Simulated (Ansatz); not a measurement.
# C2H6Al: the cost of one run

The runs use Ansatz 0.2.0, Gaussian basis; the settings change from run to run.

**1. The relaxed structure**

An earlier PBE0-D4 in a triple-zeta def2 set relaxation fixed the geometry.

SMILES `C[CH2][AlH]`, 9 atoms, charge 0, spin multiplicity 2.

Atoms are counted from 1 here; the program's logs count them from 0.

Bond lengths: C1–C2 1.528 Å, C1–H4 1.093 Å, C1–H5 1.095 Å, C1–H6 1.093 Å, C2–Al3 1.978 Å, C2–H7 1.097 Å, C2–H8 1.098 Å, Al3–H9 1.612 Å. Angles: C2–C1–H4 111.7°, C2–C1–H5 112.0°, C2–C1–H6 111.7°, H4–C1–H5 107.2°, H4–C1–H6 106.7°, H5–C1–H6 107.2°, C1–C2–Al3 114.6°, C1–C2–H7 110.9°, C1–C2–H8 110.8°, Al3–C2–H7 108.0°, Al3–C2–H8 107.4°, H7–C2–H8 104.6°, C2–Al3–H9 117.9°.

**2. wB97X/def2-TZVPD**

This run has high accuracy.

Input file in.yaml:

```yaml
crystal:
  periodic: [false, false, false]
  atoms:
    - {symbol: C, position_ang: [-0.490130, 0.611037, -0.561229]}
    - {symbol: C, position_ang: [0.645145, -0.367693, -0.265242]}
    - {symbol: Al, position_ang: [0.594608, -1.165427, 1.544231]}
    - {symbol: H, position_ang: [-1.469099, 0.130647, -0.483488]}
    - {symbol: H, position_ang: [-0.415677, 1.032456, -1.569351]}
    - {symbol: H, position_ang: [-0.494883, 1.449087, 0.140685]}
    - {symbol: H, position_ang: [0.657384, -1.186172, -0.995897]}
    - {symbol: H, position_ang: [1.621465, 0.121050, -0.380966]}
    - {symbol: H, position_ang: [-0.560214, -0.671285, 2.554160]}
basis:
  gaussian: {orbitals: def2-TZVPD}
magnetization: {spin_polarized: true, initial_magnetization: 1}
hamiltonian: {xc: {name: wB97X}}
accuracy: high
```

Launch:

```
ansatz run in.yaml --threads 2 --pin off --events-out ev --progress --plain --max-ram 32768MiB --backend cpu
```

**Question.** How long does this run take on 2 threads of AMD EPYC 7R13, shared host, and how much memory does it need?

About 42 s, with a peak of 1.5 GiB.
